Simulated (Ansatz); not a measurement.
ethylene (SMILES C=C) moved off its minimum; all values from Ansatz (a quantum-chemistry and plane-wave program), cores frozen in correlated methods.
(charge 0, multiplicity 1)
```xyz
6

C     -0.66277    -0.25820    -0.25498
C      0.58308    -0.22256     0.07769
H     -1.29252     0.66576     0.19776
H     -1.15351    -0.88951    -0.08897
H      1.21358    -0.83730    -0.03242
H      1.30124     0.89794     0.03683
```

Give the forces (eV/Å), the total energy and the dipole at CCSD(T)/aug-cc-pVTZ.


```csv
atom,Fx,Fy,Fz
C1,7.347,18.957,-0.232
C2,-1.911,12.355,-0.021
H3,1.395,-1.243,-2.022
H4,-12.464,-17.635,2.775
H5,8.278,-9.485,-1.064
H6,-2.644,-2.950,0.564
```
Energy -78.2612 hartree, dipole 0.48 D.

Doubts at one or more of the structures used: a restricted determinant that unrestricted orbitals would lower (CCSD(T)/aug-cc-pVTZ).
